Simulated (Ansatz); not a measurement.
**CCSD(T) against full CI for several species**

Each species is computed at the geometry given (Å), with frozen cores, in Ansatz 0.2.0: RHF-CCSD(T) for singlets, UHF-CCSD(T) otherwise, and full CI in the same basis. The program picks the determinant by trial CCSD, so it needn't be the lowest Hartree–Fock solution. States: HSiAl A'', SiH4 A1, AlS⁺ Π, BH2 A1. Cases whose determinant has another symmetry than full CI's state, or whose (Q) step broke down, weren't drawn.

Question: Judging by size, spin and bonding and the diagnostics given, rank them by the size of CCSD(T)'s error in total energy against full CI in the same basis, smallest first (an estimate).
A. HSiAl, triplet, 6-31G: Si 0.000 -0.466 1.761; Al 0.000 -0.421 -2.672; H 0.000 0.888 0.911. T1 0.032, (T) -24 meV in a correlation energy of -2.15 eV
B. AlS⁺, quintet, 6-31G: Al 0.000 0.000 0.000; S 0.000 0.000 2.241. T1 0.014, (T) -15 meV in a correlation energy of -0.91 eV
C. BH2, doublet, aug-cc-pVDZ: B 0.000 -0.080 0.000; H 0.000 0.429 -1.077; H 0.000 0.429 1.077. T1 0.009, (T) -37 meV in a correlation energy of -2.45 eV
D. SiH4, singlet, 6-31G: Si 0.000 0.000 0.000; H 1.262 1.267 1.264; H -1.268 -1.260 1.265; H -1.261 1.262 -1.270; H 1.266 -1.268 -1.258. T1 0.017, (T) -161 meV in a correlation energy of -4.38 eV

Answer: B (4.4 meV), C (11.9 meV), A (44.4 meV), D (93.4 meV).

```tsv
species	basis	correlated electrons	CCSD(T) − full CI (meV)	CCSDT(Q) − full CI (meV)	unpaired electrons (full CI)	T1	⟨S²⟩ of the determinant
AlS⁺, quintet	6-31G	8	4.4	-1.0	4.01	0.014	6.01
BH2, doublet	aug-cc-pVDZ	5	11.9	-0.1	1.02	0.009	0.75
HSiAl, triplet	6-31G	8	44.4	2.3	2.19	0.032	2.01
SiH4, singlet	6-31G	8	93.4*	5.5	0.56	0.017	0.00
```

Unpaired electrons are Σ n²(2−n)² over natural occupations; an open shell counts its own unpaired electrons too. Frozen cores follow each run's orbitals, which moves totals by a few meV. An asterisk marks runs whose energy the program itself flagged as in doubt.
